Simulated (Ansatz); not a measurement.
Basis-set extrapolation for BFHS, SMILES `F[B]S` radical (PBE0-D4/def2-TZVP geometry, frozen core, the Gaussian-basis code of Ansatz). Multiplicity 2, UHF reference.

|  | def2-TZVPP | def2-QZVPP |
| --- | --- | --- |
| HF | -522.328372 | -522.345182 |
| MP2 correlation | -0.495749 | -0.540757 |
| CCSD(T) correlation | -0.539435 | -0.582753 |

Energies in hartree. Use E(X) = E(∞) + A·exp(−7.88·√X) for Hartree–Fock and E(X) = E(∞) + B·X^(−2.97) for correlation, with X = 3 and 4.

Problem. What is the CCSD(T) energy at the basis-set limit?

Solution. HF limit: -522.345182 + (-0.016810) × 0.13774 = -522.34750. Correlation limit: -0.582753 + (-0.043318) × 0.74074 = -0.61484. Total: -522.96234 hartree, 2.57 eV below CCSD(T)/def2-TZVPP.
